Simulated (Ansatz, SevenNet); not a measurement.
Elastic constant C44 (GPa) of solids drawn from the class of tetrahedrally bonded semiconductors and semimetals, at two levels: the machine-learned potential SevenNet-l3i5 (trained on PBE and PBE+U data), and r²SCAN in Ansatz (PAW).

| solid | SevenNet-l3i5 | r²SCAN | shift (%) |
|---|---|---|---|
| zinc-blende AlN (metastable phase) | 171 | 197 | +15.2 |
| cubic BN | 349 | 468 | +34 |
| wurtzite BN (high-pressure phase) | 243 | 350 | +44 |
| zinc-blende GaP | 49.1 | 73.1 | +49 |
| 3C-SiC | 176 | 261 | +48 |
| zinc-blende InAs | 25.6 | 38.5 | +50 |
| zinc-blende GaSb | 20.8 | 43.6 | +110 |
| zinc-blende GaAs | 36.4 | 60.4 | +66 |
| wurtzite AlN | 110 | 123 | +11.8 |
| wurtzite CdS | 13.1 | 14.8 | +13.0 |

The shifts run from +11.8 % to +110 %, with a median of +46 %.

Over all 10 rows r²SCAN is the larger in 10.

Ansatz's runs of these crystals have no spin polarisation.

Spin–orbit coupling is left out, also for the solids with elements from indium on (zinc-blende InAs, zinc-blende GaSb); its size isn't shown.

Each level is taken at its own relaxed cell. Ansatz's density-functional and Hartree–Fock values are scalar-relativistic unless marked +SOC, with PAW data made under PBE.

Ansatz is a first-principles code.
